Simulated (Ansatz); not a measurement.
Input file:

```yaml
crystal:
  periodic: [false, false, false]
  atoms:
    - {symbol: B, position_ang: [0.000000, -0.404715, 3.391021]}
    - {symbol: Mg, position_ang: [0.000000, 0.096284, -1.690803]}
    - {symbol: H, position_ang: [0.000000, 2.019160, 4.399698]}
basis:
  gaussian: {orbitals: cc-pVDZ}
magnetization: {spin_polarized: true, initial_magnetization: 0}
correlation: {method: ccsd, electrons: outside_noble_gas}
accuracy: high
output: {forces: true}
```

```sh
$ ansatz run in.yaml --threads 1 --pin off --events-out ev --progress --plain --max-ram 2393MiB
```

Task: One thing in this input was set wrong on purpose, beside settings that are merely unusual. What is the gravest fault, and what does the program do?

Result: Coordinates in the wrong unit (values in bohr typed as Å, so distances are 1.89 times too long). How the run ends: converged.
```
680 factors; integrals over basis functions are off by at most 3.9e-9 eV
mean field evaluation 1: about -6109.3853 eV, gradient 8.9e0 eV
mean field evaluation 2: about -6109.3896 eV, gradient 8.8e0 eV
mean field evaluation 4: about -6111.2888 eV, gradient 8.2e-1 eV
mean field evaluation 8: about -6111.3015 eV, gradient 8.6e-4 eV
mean field evaluation 16: about -6111.6513 eV, gradient 2.2e0 eV
mean field evaluation 32: about -6112.7933 eV, gradient 1.3e-8 eV
mean field evaluation 64: about -6111.3015 eV, gradient 2.0e-2 eV
mean field evaluation 96: about -6112.7918 eV, gradient 1.8e-1 eV
mean field evaluation 128: about -6112.7933 eV, gradient 4.1e-3 eV
mean field evaluation 160: about -6112.7933 eV, gradient 1.2e-4 eV
...
cycle  37  -2.77741002 eV  change  -4.2e-10 eV  update  3.8e-10
cycle  38  -2.77741002 eV  change  -4.0e-10 eV  update  3.3e-10
cycle  39  -2.77741002 eV  change  -5.2e-10 eV  update  3.0e-10
cycle  40  -2.77741002 eV  change  -4.8e-10 eV  update  2.4e-10
cycle  41  -2.77741002 eV  change  -2.6e-10 eV  update  1.9e-10
cycle  42  -2.77741002 eV  change  -1.4e-10 eV  update  1.5e-10
cycle  43  -2.77741002 eV  change  -1.6e-10 eV  update  1.2e-10
cycle  44  -2.77741002 eV  change  -1.6e-10 eV  update  1.0e-10
cycle  45  -2.77741002 eV  change  -1.4e-10 eV  update  8.5e-11
cycle  46  -2.77741002 eV  change  -8.7e-11 eV  update  7.4e-11
the calculation of the forces begins
Total energy: -6115.57066644 eV, -224.7430767091 hartree
Atom 0 at     0.000000    -0.404715     3.391021 Å, force    -0.000000     1.049210     0.431066 eV/Å
Atom 1 at     0.000000     0.096284    -1.690803 Å, force     0.000000    -0.000101     0.006682 eV/Å
Atom 2 at     0.000000     2.019160     4.399698 Å, force    -0.000000    -1.049109    -0.437748 eV/Å
Dipole moment:    -0.000000    -0.190220    -0.106517 e Å
```
